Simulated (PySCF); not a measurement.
Gas-phase reaction: 2 BF2 + F2 → 2 BF3

Energies from PySCF (xtb for GFN2), thermal terms from the rigid-rotor harmonic-oscillator model, ideal gas at 1 bar. The comparison is the NASA 1993 polynomial table, which mixes measured and estimated data. After a fit of one offset per element over all species, the range-separated, M06-2X, PBE0/def2-QZVP and CCSD(T)/def2-TZVPP enthalpies, where run, lie to one side of the table for BF2 (+92 kJ/mol): a fault of the table's entry, another state or a shared error of the levels is possible; this was not checked at source. † marks an energy on the PBE0/def2-TZVP geometry and frequencies; other levels use their own. MP2 freezes the core. 6-31G* has spherical d functions here. Open shells (unrestricted): BF2 (multiplicity 2); the rest are closed-shell singlets. GFN2 has no spin-polarisation term. For this reaction the table lies outside the span of B3LYP, CCSD(T), M06-2X, MP2, PBE0, r2SCAN, ωB97M-V, ωB97X-V in their largest bases here; which side is off was not settled. MP2 isn't extrapolated to the basis-set limit; its ΔH°(298 K) is -1314.0 kJ in def2-SVP and -1299.2 kJ in def2-TZVPP. The harmonic model lacks anharmonicity and excited electronic states, which grow with temperature; levels with a mode under 35 cm⁻¹ are left out. The table's entry may be an old estimate for BF2 (not checked at source).

log10 K (1 bar standard state):

```tsv
T (K)	table	GFN2-xTB	HF/6-31G*	HF/def2-TZVP†	MP2/def2-SVP†
600	85.1	89.6	99.9	98.5	104.7
1400	30.8	33.0	37.2	36.7	39.4
1800	21.7	23.6	26.8	26.5	28.5
2000	18.6	20.4	23.2	22.9	24.7
2500	12.9	14.5	16.7	16.5	18.0
```
Ten kJ in ΔG° is worth 0.87 decades in K at 600 K and 0.21 at 2500 K.
